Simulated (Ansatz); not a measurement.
in.yaml

```yaml
crystal:
  periodic: [false, false, false]
  atoms:
    - {symbol: C, position_ang: [0.000000, 0.000000, 1.853700]}
    - {symbol: Ga, position_ang: [0.000000, 0.000000, -0.102300]}
    - {symbol: O, position_ang: [0.000000, 0.000000, -1.751400]}
basis:
  gaussian: {orbitals: cc-pVDZ, fitting: {mean_field: def2-universal-jkfit}}
total_charge: 1
magnetization: {spin_polarized: true, initial_magnetization: 0}
correlation: {method: ccsd_t, electrons: outside_noble_gas}
scf: {lower_state_search: full}
output: {forces: true}
```

```sh
$ ansatz run in.yaml --threads 1 --pin off --events-out ev --progress --plain --max-ram 2393MiB
```

Output:

```
418 factors; integrals over basis functions are off by at most 9.0e-2 eV
mean field evaluation 1: about -55361.3800 eV, gradient 6.3e1 eV
mean field evaluation 2: about -55124.8787 eV, gradient 1.5e2 eV
mean field evaluation 4: about -55383.2296 eV, gradient 6.2e0 eV
mean field evaluation 8: about -55383.5997 eV, gradient 8.3e-3 eV
mean field evaluation 16: about -55384.4072 eV, gradient 1.6e0 eV
mean field evaluation 32: about -55387.0089 eV, gradient 1.2e0 eV
mean field evaluation 64: about -55383.9167 eV, gradient 1.2e-1 eV
mean field evaluation 96: about -55383.9344 eV, gradient 1.3e-3 eV
mean field evaluation 128: about -55378.7925 eV, gradient 3.2e1 eV
mean field evaluation 160: about -55385.3876 eV, gradient 7.7e0 eV
...
cycle  12  -7.48090576 eV  change   -1.5e-8 eV  update   2.6e-7
cycle  13  -7.48090558 eV  change    1.7e-7 eV  update   1.9e-7
cycle  14  -7.48090550 eV  change    8.1e-8 eV  update   1.4e-7
cycle  15  -7.48090539 eV  change    1.1e-7 eV  update   1.1e-7
cycle  16  -7.48090535 eV  change    4.3e-8 eV  update   8.2e-8
cycle  17  -7.48090533 eV  change    1.4e-8 eV  update   6.3e-8
cycle  18  -7.48090532 eV  change    1.7e-8 eV  update   5.4e-8
cycle  19  -7.48090532 eV  change   -4.2e-9 eV  update   4.5e-8
cycle  20  -7.48090531 eV  change    9.0e-9 eV  update   3.7e-8
cycle  21  -7.48090533 eV  change   -1.9e-8 eV  update   3.5e-8
perturbative correction -0.24291155 eV, -0.0089268347 hartree
WARN: the results are in doubt because among natural orbitals the method converges to other amplitudes
the calculation of the forces begins
the multipliers restart with 30 DIIS vectors
WARN: the results are in doubt because the forces break the atoms' symmetry
Total energy: -55395.07831269 eV, -2035.7315798586 hartree
Atom 0 at     0.000000     0.000000     1.853700 Å, force    -0.002166     0.000000     1.602025 eV/Å
Atom 1 at     0.000000     0.000000    -0.102300 Å, force     0.004736    -0.000000     4.006909 eV/Å
Atom 2 at     0.000000     0.000000    -1.751400 Å, force    -0.002570     0.000000    -5.608935 eV/Å
Dipole moment:    -0.004107     0.000000     0.460904 e Å
In doubt: the forces break the atoms' symmetry
In doubt: among natural orbitals the method converges to other amplitudes
```

Ran on 1 thread of Arm Neoverse V2, shared host: 72 s wall, 0.17 GiB peak host memory.
